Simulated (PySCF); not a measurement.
Gas-phase acidity of hydrogen fluoride

Parent: hydrogen fluoride, `F` (HF). Atom numbers as in the mapped SMILES `[FH:1]`.

These are calculated values, PBE0-D3(BJ)/ma-def2-TZVP in PySCF (grid level 2) at geometries from PBE0-D3(BJ)/ma-def2-SVP. The prefix ma- adds one diffuse s and one diffuse p function on all atoms but H. Zero-point and thermal terms (298.15 K, 1 bar) come from unscaled PBE0-D3(BJ)/ma-def2-SVP harmonic frequencies, with soft modes damped to free rotors in the entropy.

| site | product | ΔH(acid) / eV | ΔG(acid) / eV |
| --- | --- | --- | --- |
| F1 (fluorine) | [F]- | 16.06 | 15.81 |

ΔH and ΔG refer to AH → A⁻ + H⁺ in the gas phase.

In acetone the product from F1 is solvated 3.41 eV more strongly than the parent (electrostatics only).

In benzonitrile the product from F1 is solvated 3.45 eV more strongly than the parent (electrostatics only).

Against the Active Thermochemical Tables (version 1.112): F1 1554 (computed 1549, error -4) kJ/mol.

Measured values (NIST Chemistry WebBook, evaluated or the median of agreeing entries): deprotonation enthalpy (ΔH) 1555 kJ/mol (computed 1549, difference -6); gas-phase acidity (ΔG) 1530 kJ/mol (computed 1525, difference -5).

Differences come from unrounded values, so a last digit can differ from that of the printed terms.
